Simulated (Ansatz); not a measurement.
How far each method lies from full CI for CH4⁺, doublet

Geometry: a PBE0/def2-TZVP stationary point for this spin, not checked as a minimum.

```xyz
5

C     0.0000    0.0000    0.0000
H     0.3646    0.7500    0.7480
H    -0.3742   -0.7450    0.7482
H    -0.3622    0.7462   -0.7529
H     0.3718   -0.7512   -0.7433
```

Basis 6-31G; Ansatz 0.2.0. Only valence electrons are correlated (noble-gas cores frozen), which leaves 7 electrons in 16 orbitals. Prefix R: restricted or restricted open-shell reference; prefix U: unrestricted. Active spaces: valence = (7e, 8o) chosen from the atoms' valence shells.

Full CI is exact within this basis and frozen core; it isn't the basis-set limit. The frozen core follows each run's orbitals, which can shift R against U totals by a few meV.

For open shells CISD and CISDTQ are restricted-active-space CI with the open shells as a complete middle space.

```
UHF ⟨S²⟩                          : 0.752
T1 diagnostic (RCCSD)             : 0.0080
largest doubles amplitude (RCCSD) : 0.042
T1 diagnostic (UCCSD)             : 0.0062
```

```
                   level  E − E(full CI) (meV)  share of correlation (%)  wall time
                     RHF                  2839                      0.00          –
                     UHF                  2817                      0.78          –
                    RMP2                   584                     79.45          –
                    UMP2                   586                     79.36          –
                    CISD                   134                     95.27     0.42 s
                   RCCSD                    52                     98.15          –
                   UCCSD                    52                     98.17          –
                RCCSD(T)                    13                     99.56      0.3 s
                UCCSD(T)                    12                     99.56      0.3 s
                 BCCD(T)                    12                     99.56     0.39 s
                  RCCSDT                     3                     99.90          –
                  UCCSDT                     3                     99.90          –
                  CISDTQ                     3                     99.91      1.1 s
               RCCSDT(Q)                     0                     99.99      2.3 s
               UCCSDT(Q)                     0                     99.99        2 s
                 RCCSDTQ                     0                    100.00       11 s
                 UCCSDTQ                     0                    100.00       11 s
  CASSCF (valence space)                   743                     73.85          –
  NEVPT2 (valence space)                   168                     94.08      1.9 s
  MRCISD (valence space)                    14                     99.50          –
MRCISD+Q (valence space)                     5                     99.83      2.6 s
```

The correlation energy at full CI, counted from RHF, is -2.839 eV. That run took 1.6 s on 1 thread of Arm Neoverse V1, shared host over 254,368 determinants.

Times hold each run's SCF and search for its determinant on a shared host, so for small cases they say little of a method's own cost; they ran on 1 thread of Arm Neoverse V1.

The full-CI state has the irrep A1 of C2v, in the program's axes (one component, if the state is degenerate).

Natural occupations of full CI about the gap: 1.978 1.964 1.964 0.996 0.026 0.020 0.018 0.018 0.004 0.004; effectively unpaired electrons, Σ n²(2−n)², 1.02.
